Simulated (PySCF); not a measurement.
O2, SMILES O=O (connectivity only; charge and spin as stated), charge -1, multiplicity 2. Atoms are numbered in the order given.

```xyz
2

O      0.0000     0.0000    -0.6761
O      0.0000     0.0000     0.6761
```
Charge -1, spin multiplicity 2.

Coordinates come from a PBE-D3(BJ)/def2-TZVPD optimisation.

Two levels are set side by side: PBE/pcH-1 (PySCF) and PBE0/pcH-1 (PySCF). Contact hyperfine couplings, same geometry. Differences are taken from unrounded values.

```
quantity                       PBE0    PBE  PBE minus PBE0
----------------------------  -----  -----  --------------
A(iso) of 17O, atom O1 (MHz)  -36.2  -17.6            18.6
A(iso) of 17O, atom O2 (MHz)  -36.2  -17.6            18.6
```

Rough cost on one machine, each run with all the roots and properties that it gave: PBE0 against PBE within a factor of 2.
